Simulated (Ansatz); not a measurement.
A calculation with Ansatz (development build ahead of 0.2.0).

```yaml
crystal:
  periodic: [false, false, false]
  atoms:
    - { symbol: C, position_ang: [0.0, 0.0, 0.0] }
    - { symbol: Mg, position_ang: [0.0, 0.0, 5.992] }
basis:
  gaussian: { orbitals: pcseg-2 }
total_charge: -1
magnetization:
  initial_magnetization: 3
hamiltonian:
  xc: { name: wB97 }
```

The input is written out in the form of the current development build from the run's settings.

The run gave:

```
Converged                       : yes
Total energy                    : -237.94316 hartree
Spin squared of the determinant : 3.750
Stability test                  : minimum among restricted orbitals
```

Caution: stretched shape with no unrestricted run beside it, a lower state can exist; no diffuse functions for an anion; charge can spread falsely over distant fragments.
